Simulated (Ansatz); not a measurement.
# BSiH₃ (triplet): the correlation ladder, cc-pVDZ

One table from this session's results is given with a row withheld; the runs are named, their logs left out.

The runs use Ansatz 0.2.0, Gaussian basis; cc-pVDZ, core rule «outside noble gas», up to 6 orbitals frozen.

To be run: UHF; CCSD(T) on ROHF; CCSD(T) on UHF; BCCD(T) on ROHF; CISD; CCSDT(Q) on ROHF; CCSDT(Q) on UHF; CASSCF and MRCISD+Q, 10 electrons in 11 orbitals; CASSCF and NEVPT2, 10 electrons in 11 orbitals.

4 further runs of the same task are left out: 4 set aside as unsound or not needed.

## The geometry

The geometry is a PBE0/def2-TZVP stationary point (not a proven minimum) of the parent state, kept for this charge and spin.

5 atoms, charge 0, spin multiplicity 3.

Atoms are counted from 1 here; the program's logs count them from 0.

Bond lengths: Si1–B2 2.129 Å, Si1–H3 1.491 Å, Si1–H4 1.491 Å, Si1–H5 1.491 Å. Angles: B2–Si1–H3 110.0°, B2–Si1–H4 110.0°, B2–Si1–H5 110.0°, H3–Si1–H4 109.0°, H3–Si1–H5 109.0°, H4–Si1–H5 109.0°.

As a file:

```tsv
atom	x (Å)	y (Å)	z (Å)
Si1	-0.51219	-0.00443	0.00043
B2	1.61631	0.01397	-0.00136
H3	-1.03364	1.39291	0.00293
H4	-1.01442	-0.71148	1.21382
H5	-1.01650	-0.70793	-1.21416
```

Set-up of the first run:

Contents of in.yaml:

```yaml
crystal:
  periodic: [false, false, false]
  atoms:
    - {symbol: Si, position_ang: [-0.512185, -0.004428, 0.000432]}
    - {symbol: B, position_ang: [1.616305, 0.013972, -0.001364]}
    - {symbol: H, position_ang: [-1.033635, 1.392915, 0.002926]}
    - {symbol: H, position_ang: [-1.014422, -0.711482, 1.213822]}
    - {symbol: H, position_ang: [-1.016501, -0.707925, -1.214162]}
basis:
  gaussian: {orbitals: cc-pVDZ}
magnetization: {spin_polarized: true, initial_magnetization: 2}
hamiltonian: {xc: hf}
output: {orbitals: {seedname: orbitals}}
```

Started as:

```
ansatz run in.yaml --threads 1 --pin off --events-out ev --progress --plain --max-ram 4096MiB --backend cpu
```

Among the steps run: UHF; CCSD(T) on ROHF; CCSD(T) on UHF; BCCD(T) on ROHF; CISD; CCSDT(Q) on ROHF; CCSDT(Q) on UHF; CASSCF and MRCISD+Q, 10 electrons in 11 orbitals; CASSCF and NEVPT2, 10 electrons in 11 orbitals.

One table of the session follows, with a row left open; its other results are not shown here.

```
          method  from UCCSDT(Q) (meV)
            ROHF               +5049.9
             UHF               +4998.9
            RMP2               +1246.2
            UMP2               +1237.7
            CISD                +494.0
           RCCSD                +161.0
           UCCSD                     ?
        RCCSD(T)                 +38.6
        UCCSD(T)                 +38.0
         BCCD(T)                 +37.2
          RCCSDT                  +5.4
          UCCSDT                  +5.0
       RCCSDT(Q)                  +0.5
       UCCSDT(Q)                     0
  CASSCF valence               +3220.0
  NEVPT2 valence                +992.1
  MRCISD valence                +249.9
MRCISD+Q valence                 +63.3
```

Estimate the missing values for UCCSD.

**Answer.** from UCCSDT(Q) (meV): +158.9. In the column «from UCCSDT(Q) (meV)» it lies between MRCISD+Q valence (+63.3) and RCCSD (+161.0).

Limits of these values: Restricted and unrestricted rows rest on different reference determinants; where their highest levels disagree by more than a few hundredths of an eV, they describe different states and don't form one ladder.
